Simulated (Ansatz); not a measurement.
# One shape, several levels: doublet H3NO+

Aim: a comparison of 6 runs (UHF/STO-3G, U-revPBE/STO-3G, U-wB97M-V/STO-3G, UPBE0/STO-3G, UMP2/STO-3G, UCCSDT(Q)/STO-3G) of doublet H3NO+. 

Program for the calculation: Ansatz 0.2.0.

51 further runs of the same task are left out: 1 that didn't finish, 50 set aside as unsound or not needed.

## Step 1: Starting point

H3NO+ has 5 atoms, charge +1, and is taken as a doublet. SMILES of the parent species: `NO`. Geometry: relaxed at GFN2-xTB. This is one conformer, not always the lowest. That shape belongs to the parent species and isn't relaxed for this state.

Bond lengths: N1–O2 1.432 Å, N1–H3 1.020 Å, N1–H4 1.020 Å, O2–H5 0.966 Å. Angles: N1–O2–H5 105.0°, O2–N1–H3 105.6°, O2–N1–H4 105.6°, H3–N1–H4 107.4°.

## Step 2: A single-point energy at UHF/STO-3G (run 1)

Contents of molecule.yaml:

```yaml
crystal:
  periodic: [false, false, false]
  atoms:
    - {symbol: "N", position_ang: [-0.178910, -0.366440, -0.312920]}
    - {symbol: O, position_ang: [0.371730, 0.674250, 0.501760]}
    - {symbol: H, position_ang: [-0.161770, -1.206140, 0.265260]}
    - {symbol: H, position_ang: [-1.156690, -0.114310, -0.454620]}
    - {symbol: H, position_ang: [1.125640, 1.012630, 0.000530]}
basis:
  gaussian: {orbitals: STO-3G}
total_charge: 1
magnetization: {spin_polarized: true, initial_magnetization: 1}
hamiltonian: {xc: hf}
accuracy: high
```

On the command line:

```
$ ansatz run molecule.yaml --threads 1 --pin off --max-ram 2610MiB --events-out events.jsonl --progress --plain --runs-dir runs
```

What it wrote:

```text
Warning: RAYON_NUM_THREADS=1 ignored (pool sized by the plan → 1); use --threads N
Functional definition: HF
  name "HF"
  exchange = exact_x
  correlation = 0
209 factors; integrals over basis functions are off by at most 3.8e-8 eV
mean field evaluation 1: about -3507.3624 eV, gradient 1.8e1 eV
mean field evaluation 2: about -3507.4657 eV, gradient 1.8e1 eV
mean field evaluation 4: about -3509.8073 eV, gradient 2.3e0 eV
mean field evaluation 8: about -3509.9465 eV, gradient 1.8e-3 eV
mean field evaluation 16: about -3508.8073 eV, gradient 8.6e0 eV
mean field -3509.94262753 eV, -128.9880124371 hartree, gradient 1.5e-8 eV, S^2 0.760424; 1 other end points of the search recorded, 0 dependent functions left out
reference -3509.94262753 eV, -128.9880124371 hartree; 9, 8 occupied and 4, 5 virtual orbitals, 209 factors
Total energy: -3509.94262753 eV, -128.9880124371 hartree
```

Run time: 0.1 s. Hardware: 1 thread of Arm Neoverse V1, shared host.

## Step 3: The energy at U-revPBE/STO-3G (run 2)

Contents of input.yaml:

```yaml
crystal:
  periodic: [false, false, false]
  atoms:
    - {symbol: "N", position_ang: [-0.178910, -0.366440, -0.312920]}
    - {symbol: O, position_ang: [0.371730, 0.674250, 0.501760]}
    - {symbol: H, position_ang: [-0.161770, -1.206140, 0.265260]}
    - {symbol: H, position_ang: [-1.156690, -0.114310, -0.454620]}
    - {symbol: H, position_ang: [1.125640, 1.012630, 0.000530]}
basis:
  gaussian: {orbitals: STO-3G}
total_charge: 1
magnetization: {spin_polarized: true, initial_magnetization: 1}
hamiltonian: {xc: {name: revPBE}}
accuracy: high
```

On the command line:

```
$ ansatz run input.yaml --threads 1 --pin off --max-ram 2610MiB --events-out events.jsonl --progress --plain --runs-dir runs
```

What it wrote:

```text
Warning: RAYON_NUM_THREADS=1 ignored (pool sized by the plan → 1); use --threads N
Functional definition: revPBE
  name "revPBE"
  parameter kappa = 1.245
  parameter beta = 0.06672455060314922
  exchange = pbe_x(kappa = kappa, mu = beta*pi^2/3)
  correlation = pbe_c(beta = beta)
209 factors; integrals over basis functions are off by at most 3.8e-8 eV
mean field evaluation 1: about -3524.6061 eV, gradient 1.6e1 eV
mean field evaluation 2: about -3513.8622 eV, gradient 4.3e1 eV
mean field evaluation 4: about -3523.3631 eV, gradient 1.9e1 eV
mean field evaluation 8: about -3525.8623 eV, gradient 1.0e1 eV
mean field evaluation 16: about -3526.5203 eV, gradient 7.9e-6 eV
mean field -3526.52033814 eV, -129.5972320654 hartree, gradient 7.3e-8 eV, S^2 0.752135; 3 other end points of the search recorded, 0 dependent functions left out
reference -3526.52034027 eV, -129.5972321435 hartree; 9, 8 occupied and 4, 5 virtual orbitals, 209 factors
Total energy: -3526.52034027 eV, -129.5972321435 hartree
```

Wall time 2.2 s (1 thread of Arm Neoverse V1, shared host); peak memory 0.11 GiB.

Runs 3 to 5 aren't shown in full; the table further down has their settings and results.

## Step 4: The energy at UCCSDT(Q)/STO-3G (run 6)

Contents of in.yaml:

```yaml
crystal:
  periodic: [false, false, false]
  atoms:
    - {symbol: "N", position_ang: [-0.178910, -0.366440, -0.312920]}
    - {symbol: O, position_ang: [0.371730, 0.674250, 0.501760]}
    - {symbol: H, position_ang: [-0.161770, -1.206140, 0.265260]}
    - {symbol: H, position_ang: [-1.156690, -0.114310, -0.454620]}
    - {symbol: H, position_ang: [1.125640, 1.012630, 0.000530]}
basis:
  gaussian:
    orbitals: STO-3G
scf:
  omitted_lower_state_checks: [cluster_reference, increment]
accuracy: high
total_charge: 1
magnetization:
  spin_polarized: true
  initial_magnetization: 1
correlation:
  method: ccsdt_q
  frozen_orbitals: {H: 0, "N": 1, O: 1}
```

On the command line:

```
$ ansatz run in.yaml --threads 1 --pin off --max-ram 2610MiB --events-out events.jsonl --progress --plain --runs-dir runs
```

What it wrote, cut to the lines that bear on the results:

```text
Warning: RAYON_NUM_THREADS=1 ignored (pool sized by the plan → 1); use --threads N
[... 2 set-up lines as earlier in the session ...]
[...]
209 factors; integrals over basis functions are off by at most 3.8e-8 eV
[...]
mean field -3509.94262753 eV, -128.9880124371 hartree, gradient 1.5e-8 eV, S^2 0.760424; 2 other end points of the search recorded, 0 dependent functions left out
2 core orbitals not correlated: weight in the atoms' cores, before any rotation towards them, 1.000 or more for the frozen orbitals, at most 0.000 for the correlated occupied ones
reference -3509.94262753 eV, -128.9880124371 hartree; 7, 6 occupied and 4, 5 virtual orbitals, 209 factors
second order -2.31542519 eV of doubles, -0.00000000 eV of singles
cycle   1  -2.81009497 eV  change   -4.9e-1 eV  update   6.7e-2
[...]
cycle  39  -3.21240375 eV  change   8.0e-10 eV  update  9.1e-10
perturbative correction -0.00479242 eV, -0.0001761181 hartree
Total energy: -3513.15982370 eV, -129.1062422157 hartree
Checks for a lower state left out: cluster_reference, increment
```

Run time: 0.85 s. Hardware: 1 thread of Arm Neoverse V1, shared host.

## Step 5: All runs side by side

```
run             level  frozen core orbitals  energy (Eh)   ⟨S²⟩  wall time
  1        UHF/STO-3G                     –  -128.988012  0.760      0.1 s
  2   U-revPBE/STO-3G                     –  -129.597232  0.752      2.2 s
  3  U-wB97M-V/STO-3G                     –  -129.610213  0.753       20 s
  4      UPBE0/STO-3G                     –  -129.494851  0.754      1.6 s
  5       UMP2/STO-3G                     2  -129.073103  0.760      0.1 s
  6  UCCSDT(Q)/STO-3G                     2  -129.106242  0.760     0.85 s
```

## Step 6: Summary of results

```
                                          quantity          value
                               run 6: total energy  -129.10624 Eh
run 6: correlation energy (2 core orbitals frozen)     -118.2 mEh
          run 6: ⟨S²⟩ of the reference determinant          0.760
                              run 6: T1 diagnostic          0.025
```

Below the UHF energy at the same shape and in the same basis (STO-3G): UMP2 -85.1 mEh; UCCSDT(Q) -118.2 mEh. Totals of different functionals can't be ranked against each other. In runs 1, 2, 3, 4, 5, 6 the basis is minimal, so the values are rough. All runs together took 25 s, the longest 20 s.
